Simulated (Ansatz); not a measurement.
Consider the alkene loss: `CC(C)(C)CO` → CH₃OH + `C=C(C)C`.

Calculated with Ansatz (gas phase, PBE0-D4/def2-TZVP geometries, no zero-point term in ΔE). CBS: MP2 limit from def2 TZ/QZ plus the TZ coupled-cluster correction, frozen cores. This one scheme is used for every species. Functionals use def2-TZVPP. One conformer a species, not always the lowest.

`CC(C)(C)CO`:

Z-matrix (Å, degrees):
```
C
C 1 1.524
H 1 1.092 2 110.8
H 1 1.093 2 110.9 3 120.4
H 1 1.094 2 110.9 3 -119.7
C 2 1.524 1 110.1 3 175.8
C 2 1.526 1 109.9 3 -63.4
C 2 1.531 1 109.7 3 57.5
H 6 1.094 2 111.4 1 179.3
H 6 1.094 2 111.1 1 -60.3
H 6 1.093 2 110.8 1 59.4
H 7 1.095 2 111.3 1 177.6
H 7 1.094 2 111.6 1 56.3
H 7 1.093 2 110.7 1 -62.7
O 8 1.411 2 114.5 1 -59.9
H 8 1.100 2 109.1 1 175.4
H 8 1.094 2 109.2 1 58.4
H 15 0.960 8 108.4 2 -69.6
```

CH₃OH:

```xyz
6

C    -0.283   -0.205    0.068
O     0.998    0.116   -0.424
H    -0.463   -1.254   -0.168
H    -1.074    0.390   -0.404
H    -0.355   -0.084    1.156
H     1.177    1.037   -0.229
```

`C=C(C)C`:

```xyz
12

C    -0.474   -1.234   -0.798
C    -0.066   -0.172   -0.111
C     0.384   -0.269    1.312
C    -0.028    1.197   -0.711
H    -0.799   -1.150   -1.830
H    -0.497   -2.222   -0.352
H     1.414    0.087    1.418
H     0.334   -1.293    1.685
H    -0.232    0.365    1.958
H     0.990    1.603   -0.688
H    -0.374    1.198   -1.745
H    -0.652    1.891   -0.137
```

CCSD(T)/CBS gives +110.6 kJ/mol.

(1) Another level gave +107.3 kJ/mol. Which?
A. r2SCAN/def2-TZVPP
B. PBE/def2-TZVPP
C. BLYP-D4/def2-TZVPP
D. HF/def2-TZVPP

Largest T1 diagnostic among the species: 0.010.

Answers

(1) A. r2SCAN 107.3, BLYP-D4 81.6, PBE 92.0, HF/def2-TZVPP 68.1 kJ/mol.

In def2-TZVPP, CCSD(T) changes the Hartree–Fock value by +43.7 kJ/mol (the triples alone add +3.4 kJ/mol) and MP2 by +54.0 kJ/mol. From r2SCAN to r2SCAN0 (25 % exact exchange), in def2-TZVPP and without D4, ΔE moves by +7.4 kJ/mol.
